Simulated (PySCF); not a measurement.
**Which determinant of MgSi lies lowest?**

Unrestricted PBE0; Mg pcseg-1, Si pcseg-1; no relativity (PySCF 2.14). Outer shells of the fragments: Mg 3s2; Si 3s2 3p2.

Followed along the bond (rough minima from three points):

```json
{"2Ms+1": "3", "unpaired": "π ↑↑", "⟨S²⟩ at the start": "2.16", "R at minimum (Å)": "2.61", "Te (eV)": "0.00"}
{"2Ms+1": "1", "unpaired": "π ↑↓", "⟨S²⟩ at the start": "1.01", "R at minimum (Å)": "2.60", "Te (eV)": "0.32"}
{"2Ms+1": "3", "unpaired": "σ ↑, π ↑", "⟨S²⟩ at the start": "2.01", "R at minimum (Å)": "2.89", "Te (eV)": "0.61"}
{"2Ms+1": "1", "unpaired": "σ ↓, π ↑", "⟨S²⟩ at the start": "1.01", "R at minimum (Å)": "2.83", "Te (eV)": "0.74"}
{"2Ms+1": "1", "unpaired": "none", "⟨S²⟩ at the start": "0.00", "R at minimum (Å)": "2.57", "Te (eV)": "1.14"}
```

Solutions found at the starting distance of 2.470 Å, counted from the lowest of them; the search is not exhaustive and high or unbound solutions are not listed, so other states can lie among these:

| 2Ms+1 | unpaired | term | E (eV) | ⟨S²⟩ | ⟨Lz²⟩ | μ (D) |
| --- | --- | --- | --- | --- | --- | --- |
| 3 | π ↑↑ | ³Σ⁻ | 0.00 | 2.16 | 0.00 | -4.30 |
| 1 | π ↑↓ | mixed | 0.32 | 1.01 | 2.01 | -4.52 |
| 3 | σ ↑, π ↑ | ³Π | 0.86 | 2.01 | 1.00 | -1.27 |
| 1 | σ ↓, π ↑ | mixed | 0.96 | 1.01 | 1.00 | -1.46 |
| 1 | none | mixed | 1.13 | 0.00 | 2.00 | -4.56 |
| 3 | σ ↑, π ↑ | ³Π | 2.35 | 2.01 | 1.02 | -6.07 |

A term symbol is given only where ⟨S²⟩ and ⟨Lz²⟩ are close to those of a pure state; real π, δ and φ orbitals otherwise mix terms. A positive dipole means Mg(−)Si(+).

Counting both spins, an empty level lies below a filled one in some of these solutions, because spin and occupation are held.
